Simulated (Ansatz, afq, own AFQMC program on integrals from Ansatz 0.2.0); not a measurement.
AFQMC on a folder of integrals that Ansatz 0.2.0 wrote.

```yaml
crystal:
  periodic: [false, false, false]
  atoms:
    - {symbol: C, position_ang: [0.431754, 1.344156, 0.690680]}
    - {symbol: S, position_ang: [1.137654, 0.472349, -0.701807]}
    - {symbol: H, position_ang: [-0.620095, 1.558678, 0.428994]}
    - {symbol: H, position_ang: [0.928549, 2.308418, 0.875864]}
    - {symbol: H, position_ang: [0.425338, 0.732398, 1.605269]}
basis:
  gaussian: {orbitals: def2-SVP}
magnetization: {spin_polarized: true, initial_magnetization: 1}
correlation: {method: ccsd_t, electrons: outside_noble_gas, hamiltonian_folder: ham}
```

```sh
$ ansatz run in.yaml --threads 1 --pin off --events-out ev --progress --plain --max-ram 15360MiB --backend cuda --devices 0, --max-vram 18GiB
```

afq runs on the folder ham with

```
--method phaseless --trial cisd --walkers 4000 --populations 20 --least-time 60 --time-step 0.005 --steps-per-block 50 --equilibration-blocks 28 --max-blocks 4000 --target-error 0.00013 --factor-cut 1e-05 --start spin_pure --seed 3935 --release-times 0.24,0.5,1,1.5 --release-step 0.02 --release-every 3 --taylor-order 6
```

Times are imaginary, in 1/Eh. The walk had a cap of 132 s. With eight or more populations the least sampling time is a fifth of least-time, and the error comes from their spread.

Log:

```
orbitals 41  electrons 7 6  factors 319 of 462
reference energy -436.96277751 Eh
CCSD correlation -0.28598583 Eh in 10 cycles, weight of the determinant in the CISD state 0.8879
energy of the start -437.248441 Eh
 block  time / (1/Eh)  mean weight  energy / Eh
     1     0.250  1.0001  -437.244325
     2     0.500  0.9997  -437.247448
     3     0.750  1.0001  -437.250280
     4     1.000  0.9998  -437.252160
     5     1.250  1.0002  -437.253148
     8     2.000  0.9998  -437.255358
    11     2.750  1.0003  -437.256560
    17     4.250  0.9999  -437.256624
    23     5.750  1.0002  -437.257431
    29     7.250  0.9996  -437.257277
    35     8.750  0.9997  -437.257090
    41    10.250  0.9997  -437.256822
    47    11.750  1.0001  -437.256362
    53    13.250  1.0002  -437.256790
    59    14.750  1.0002  -437.257850
    65    16.250  0.9998  -437.257087
    71    17.750  1.0000  -437.257007
    77    19.250  0.9998  -437.256373
    83    20.750  0.9997  -437.257009
    87    21.750  1.0001  -437.255989
error from the spread of 20 populations
released: time / (1/Eh)  energy / Eh  error  mean overlap
  0.24  -437.256835  0.000089  0.9972
  0.50  -437.256830  0.000074  0.9987
  1.00  -437.257031  0.000093  0.9937
  1.50  -437.256938  0.000085  0.9949
energy -437.256839 +/- 0.000117 Eh
(rows thinned)
```

The run passed its tests (sampling time, drift between the halves within three errors, error under three times the target), which doesn't prove that it has relaxed.

Against this walk (error 3.2 meV) on the same determinant: CCSD(T) 25.5 meV higher, CCSDT(Q) 4.2 meV lower (within the noise). The error is statistical and leaves out the bias of the constraint. Released to 1.50 1/Eh the energy moves by -3 ± 4 meV (both errors), within twice the noise.

Cautions: constraint bias not in the error.

The walk took 46 s on 1 × NVIDIA H100 80GB HBM3 with 2 threads of AMD EPYC 7R13 Processor (Zen 3) (shared host) (the card was shared). The log's last line is the phaseless energy.

CCSDT and higher add their correlation energy to the determinant of the CCSD(T) run, since their own runs factorise the integrals more tightly (a shift of under 2 meV).
